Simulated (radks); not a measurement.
# Cl³⁺ in [Ne] 3s2 3p2: an all-electron calculation

The task here is to estimate one member of a computed series from the others.

The numbers are computed with radks (a radial shooting solver on a logarithmic mesh, Libxc functionals) version 1 (scalar-relativistic Kohn-Sham, LDA (Slater exchange, VWN5 correlation), spin-polarised, spherical densities, finite nucleus; open shells are filled with parallel spins first), except any that are marked as measured or tabulated.

## The atom as given

* element: chlorine (Z = 17)
* charge: +3
* electrons: 14
* configuration: [Ne] 3s2 3p2
* nuclear rms radius: 3.3654 fm

The outer shells:

Cl³⁺
```
[Ne] core
3s [↑↓]
3p [↑ ][↑ ][  ]
```

The first run:

The run's settings:

```text
Z 17
configuration [Ne] 3s2 3p2
relativity scalar-relativistic
functional lda,vwn5
spin polarised
nucleus finite rms 3.3654 fm
c 137.035999084
```

One of the session's tables, all rows but one given; the rest of the session is left out.

It belongs to the step «Orbitals and density». Radial moments (bohr):

```
  level      <r>  outermost maximum (interpolated)  90 % within  nodes
  1s up  0.09121                            0.0596        0.163      0
1s down  0.09120                            0.0596        0.163      0
  2s up   0.4452                             0.362        0.697      1
2s down        ?                                 ?            ?      ?
  2p up   0.4065                             0.301        0.676      0
2p down   0.4060                             0.301        0.674      0
  3s up    1.392                              1.22         2.06      2
3s down    1.401                              1.22         2.09      2
  3p up    1.507                              1.30         2.28      1
3p down    1.527                              1.31         2.32      1
```

Estimate the missing values for 2s down.

As computed: <r>: 0.4447; outermost maximum (interpolated): 0.362; 90 % within: 0.695; nodes: 1. In the column «<r>» it lies between 2p up (0.4065) and 2s up (0.4452).

To keep in mind: Open shells are spherical and high-spin; term and fine-structure splittings are not resolved.
